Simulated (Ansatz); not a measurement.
`CC(=S)CF` at its PBE0-D4/def2-TZVP geometry, where that method's forces vanish. Charge 0, multiplicity 1.

```
atom   x (Å)   y (Å)   z (Å)
  C1  -1.098  -0.196   0.650
  C2  -0.096  -0.447  -0.417
  S3  -0.237  -1.583  -1.559
  C4   1.124   0.429  -0.413
  F5   1.113   1.347   0.617
  H6  -0.628  -0.298   1.634
  H7  -1.939  -0.879   0.562
  H8  -1.445   0.842   0.598
  H9   1.185   0.975  -1.359
 H10   2.020  -0.190  -0.313
```

For each bond, give half the difference of the two atoms' forces along it (eV/Å; positive pushes the atoms apart) under PBE-D4, r2SCAN-D4, B3LYP-D4, ωB97M-V in def2-TZVPP. (Estimate.)

Ansatz gave: 
```
  bond  length (Å)  PBE-D4  r2SCAN-D4  B3LYP-D4  ωB97M-V
 C1–C2       1.485   -0.10      -0.01      0.10     0.24
 C1–H6       1.095    0.13      -0.01     -0.06    -0.11
 C1–H7       1.087    0.10      -0.04     -0.07    -0.07
 C1–H8       1.095    0.12      -0.01     -0.06    -0.11
 C2–S3       1.617    0.46       0.24      0.15    -0.21
 C2–C4       1.503   -0.16      -0.07      0.01     0.12
 C4–F5       1.380    0.54       0.35      0.41     0.27
 C4–H9       1.094    0.10      -0.05     -0.15    -0.17
C4–H10       1.094    0.10      -0.05     -0.15    -0.17
```

B3LYP here is the variant with VWN-RPA as its local correlation; programs differ in this.
